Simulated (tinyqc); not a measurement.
Worked calculation: CIS on RHF in the sto-3g basis, frozen core, for H2O, spin multiplicity 1. One step of it, computed by the program tinyqc.

Task: CIS matrix, singlets. A(ia,jb) = (e_a - e_i) d_ij d_ab + 2 (ia|jb) - (ij|ab).

orbital energies (hartree): MO1 -20.237396, MO2 -1.285318, MO3 -0.636656, MO4 -0.455572, MO5 -0.393369, MO6 0.638006, MO7 0.784107

Two-electron integrals over orbitals (pq|rs), unique and non-zero (hartree); the lowest 1 orbital is frozen and left out:
```
(22|22) 0.731458    (32|32) 0.147401    (33|22) 0.652508    (33|33) 0.642678
(42|22) 0.010835    (42|33) 0.007545    (42|42) 0.121922    (43|32) 0.017557
(43|43) 0.045671    (44|22) 0.678559    (44|33) 0.606498    (44|42) -0.105028
(44|44) 0.801027    (52|52) 0.143442    (53|53) 0.029453    (54|52) -0.047036
(54|54) 0.057355    (55|22) 0.746912    (55|33) 0.635559    (55|42) -0.064979
(55|44) 0.736781    (55|55) 0.880159    (62|22) 0.144714    (62|33) 0.077966
(62|42) 0.019305    (62|44) 0.094309    (62|55) 0.161758    (62|62) 0.103297
(63|32) -0.040714   (63|43) -0.026392   (63|63) 0.070025    (64|22) 0.089300
(64|33) 0.041946    (64|42) -0.026193   (64|44) 0.116604    (64|55) 0.108350
(64|62) 0.060413    (64|64) 0.062412    (65|52) 0.060806    (65|54) -0.003443
(65|65) 0.039635    (66|22) 0.618536    (66|33) 0.575949    (66|42) 0.060738
(66|44) 0.549490    (66|55) 0.590941    (66|62) 0.097019    (66|64) 0.043018
(66|66) 0.599040    (72|32) 0.037050    (72|43) -0.034357   (72|63) 0.036258
(72|72) 0.060513    (73|22) 0.133061    (73|33) 0.091211    (73|42) -0.074984
(73|44) 0.163866    (73|55) 0.187021    (73|62) 0.078185    (73|64) 0.072860
(73|66) 0.036588    (73|73) 0.150809    (74|32) -0.077366   (74|43) 0.005925
(74|63) 0.042026    (74|72) -0.016471   (74|74) 0.068252    (75|53) 0.023613
(75|75) 0.024169    (76|32) 0.101210    (76|43) 0.043903    (76|63) -0.064147
(76|72) -0.011164   (76|74) -0.057114   (76|76) 0.115937    (77|22) 0.628343
(77|33) 0.617559    (77|42) -0.012466   (77|44) 0.614924    (77|55) 0.628847
(77|62) 0.070737    (77|64) 0.039246    (77|66) 0.569425    (77|73) 0.093085
(77|77) 0.624999
```

Give: CIS matrix A, singlet.

Result:

CIS matrix A, singlet (hartree), order 2>6, 2>7, 3>6, 3>7, 4>6, 4>7, 5>6, 5>7:
$$\begin{pmatrix}
1.511 & 0.000 & 0.000 & 0.055 & 0.060 & 0.000 & 0.000 & 0.000 \\
0.000 & 1.562 & -0.029 & 0.000 & 0.000 & -0.020 & 0.000 & 0.000 \\
0.000 & -0.029 & 0.839 & 0.000 & 0.000 & 0.040 & 0.000 & 0.000 \\
0.055 & 0.000 & 0.000 & 1.105 & 0.102 & 0.000 & 0.000 & 0.000 \\
0.060 & 0.000 & 0.000 & 0.102 & 0.669 & 0.000 & 0.000 & 0.000 \\
0.000 & -0.020 & 0.040 & 0.000 & 0.000 & 0.761 & 0.000 & 0.000 \\
0.000 & 0.000 & 0.000 & 0.000 & 0.000 & 0.000 & 0.520 & 0.000 \\
0.000 & 0.000 & 0.000 & 0.000 & 0.000 & 0.000 & 0.000 & 0.597
\end{pmatrix}$$
